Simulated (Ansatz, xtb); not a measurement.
Isomers of H3NOSi− in order of energy

3 gas-phase structures of H3NOSi−, found in a search over its isomers (lower ones may exist). Each was relaxed with GFN2-xTB; where two conformers were screened, the lower at r2SCAN-D4/def2-SVPD is listed:

A. the doublet with the links of `[NH-][SiH]O`
B. the doublet with the links of `N[SiH][O-]`
C. the doublet with the links of `[NH][SiH2][O-]`

Q: Estimate their order in r2SCAN-D4/def2-SVPD energy at these geometries, lowest first.

A: Calculated order at r2SCAN-D4/def2-SVPD: B (0.0), A (12.5), C (18.8) kcal/mol.

Energies above the lowest of each column, in kcal/mol; the last columns are at B3LYP-D3(BJ)/def2-SVPD geometries (a dash: not run or not comparable):

| structure | GFN2-xTB | HF/STO-3G | r2SCAN-D4/def2-SVPD | B3LYP-D3(BJ)/def2-SVPD | CCSD(T)/def2-SVPD + ΔMP2/def2-TZVPPD |
| --- | --- | --- | --- | --- | --- |
| B | 0.0 | 0.0 | 0.0 | 0.0 | 0.0 |
| A | 25.0 | 3.1 | 12.5 | 12.8 | 13.2 |
| C | 0.4 | 7.5 | 18.8 | 17.0 | – |

Every level run on B puts it lowest or level with the lowest. Flexible structures stand in one conformer each, not always the lowest. Frequencies (B3LYP-D3(BJ)/def2-SVPD) were run for A, B alone. Open shells are spin-unrestricted. ΔMP2 is the change of the MP2 energy from the smaller to the larger basis.

Programs: Ansatz 0.2.0, xtb 6.7.1.
